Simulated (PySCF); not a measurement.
# HF⁻ under other conditions

Aim: change spin, charge, geometry, field or solvent of HF⁻, one at a time, and compare with the base run.

Computed with PySCF 2.14.0. Level: method and basis as typed in the scripts.

5 further runs of the same task are left out: 5 that didn't finish.

### 1 Where the work starts

HF⁻: 2 atoms, charge -1, spin multiplicity 2.

Bond lengths: H1–F2 1.087 Å.

### 2 Base script

input.py

```python
from pyscf import gto, scf, mcscf

mol = gto.M(
    atom='H 0 0 0; F 0 0 1.087',
    basis='def2-tzvpp',
    charge=-1,
    spin=1,
    verbose=4,
)
mf = scf.ROHF(mol)
mf = mf.newton()
mf.kernel()
mc = mcscf.CASSCF(mf, 6, 5)
mc.kernel()
mc.analyze()
mf.dip_moment()
print('orbital energies (hartree):', mf.mo_energy[..., max(0, mol.nelec[1]-3):mol.nelec[0]+3].round(4))
```

Command:

```
$ python input.py
```

Its log is not repeated here.

Base result: E(SCF) = -99.949546 Eh, 3 macro-iterations, E(CAS) − E(SCF) = -0.05867 Eh.

The bond length is a typed value, not an optimised one. The dipole of an ion depends on the origin.

### 3 Electric field 0.005 a.u.

Run 1 changes electric field: none → 0.005 a.u.

input.py

```python
from pyscf import gto, scf, mcscf

mol = gto.M(
    atom='H 0 0 0; F 0 0 1.087',
    basis='def2-tzvpp',
    charge=-1,
    spin=1,
    verbose=4,
)
mf = scf.ROHF(mol)
field = 0.005  # electric field along z, atomic units
h = mf.get_hcore() + field*mol.intor('int1e_r')[2]
mf.get_hcore = lambda *args: h
e_nuc = mol.energy_nuc() - field*mol.atom_charges() @ mol.atom_coords()[:, 2]
mf.energy_nuc = lambda *args: e_nuc
mf = mf.newton()
mf.kernel()
mc = mcscf.CASSCF(mf, 6, 5)
mc.kernel()
mc.analyze()
mf.dip_moment()
print('orbital energies (hartree):', mf.mo_energy[..., max(0, mol.nelec[1]-3):mol.nelec[0]+3].round(4))
```

Command:

```
$ python input.py
```

### 4 Electric field -0.01 a.u.

Run 2 changes electric field: none → -0.01 a.u.

Edit input.py of step 2 so:

```diff
@@ -10,2 +10,7 @@
 mf = scf.ROHF(mol)
+field = -0.01  # electric field along z, atomic units
+h = mf.get_hcore() + field*mol.intor('int1e_r')[2]
+mf.get_hcore = lambda *args: h
+e_nuc = mol.energy_nuc() - field*mol.atom_charges() @ mol.atom_coords()[:, 2]
+mf.energy_nuc = lambda *args: e_nuc
 mf = mf.newton()
```

### 5 Charge -2 (singlet)

Run 3 changes charge: -1 → -2; spin (2S): 1 → 0; active space: 5 electrons in 6 orbitals → 6 electrons in 4 orbitals.

Edit input.py of step 2 so:

```diff
@@ -5,4 +5,4 @@
     basis='def2-tzvpp',
-    charge=-1,
-    spin=1,
+    charge=-2,
+    spin=0,
     verbose=4,
@@ -12,3 +12,3 @@
 mf.kernel()
-mc = mcscf.CASSCF(mf, 6, 5)
+mc = mcscf.CASSCF(mf, 4, 6)
 mc.kernel()
```

### 6 Bond 3.261 Å

Run 4 changes bond length: 1.087 Å → 3.261 Å.

Edit input.py of step 2 so:

```diff
@@ -3,3 +3,3 @@
 mol = gto.M(
-    atom='H 0 0 0; F 0 0 1.087',
+    atom='H 0 0 0; F 0 0 3.261',
     basis='def2-tzvpp',
```

### 7 Charge +0 (singlet)

Run 5 changes charge: -1 → 0; spin (2S): 1 → 0; active space: 5 electrons in 6 orbitals → 4 electrons in 6 orbitals.

Edit input.py of step 2 so:

```diff
@@ -5,4 +5,4 @@
     basis='def2-tzvpp',
-    charge=-1,
-    spin=1,
+    charge=0,
+    spin=0,
     verbose=4,
@@ -12,3 +12,3 @@
 mf.kernel()
-mc = mcscf.CASSCF(mf, 6, 5)
+mc = mcscf.CASSCF(mf, 6, 4)
 mc.kernel()
```

### 8 Bond 1.163 Å

Run 6 changes bond length: 1.087 Å → 1.163 Å.

Edit input.py of step 2 so:

```diff
@@ -3,3 +3,3 @@
 mol = gto.M(
-    atom='H 0 0 0; F 0 0 1.087',
+    atom='H 0 0 0; F 0 0 1.163',
     basis='def2-tzvpp',
```

**Question.** What will these runs give? Wanted: for each run, E(SCF); from base; SCF dipole; after the SCF.

As calculated:

```tsv
run	E(SCF) (hartree)	from base (eV)	cycles	SCF dipole (D)	after the SCF
base	-99.949546	0	3 macro	n/a	CASSCF correlation -1.597 eV
electric field 0.005 a.u.	-99.945772	not comparable	3 macro	n/a	CASSCF correlation -1.605 eV
electric field -0.01 a.u.	-99.957803	not comparable	3 macro	n/a	CASSCF correlation -1.582 eV
charge -2 (singlet)	-99.545381	+10.9979	3 macro	n/a	CASSCF correlation -0.449 eV
bond 3.261 Å	-99.944384	+0.1405	4 macro	n/a	CASSCF correlation -1.523 eV
charge +0 (singlet)	-100.035280	-2.3329	3 macro	2.30	CASSCF correlation -2.125 eV
bond 1.163 Å	-99.948542	+0.0273	3 macro	n/a	CASSCF correlation -1.603 eV
```

In words: The largest comparable shift of the SCF energy, +0.140 eV, comes with the run “bond 3.261 Å”. At the SCF level, adding an electron (to the singlet) costs 11.00 eV at fixed geometry; correlation, diffuse functions and relaxation can still bind it. At the SCF level, going to the singlet with one electron fewer costs -2.33 eV at fixed geometry.
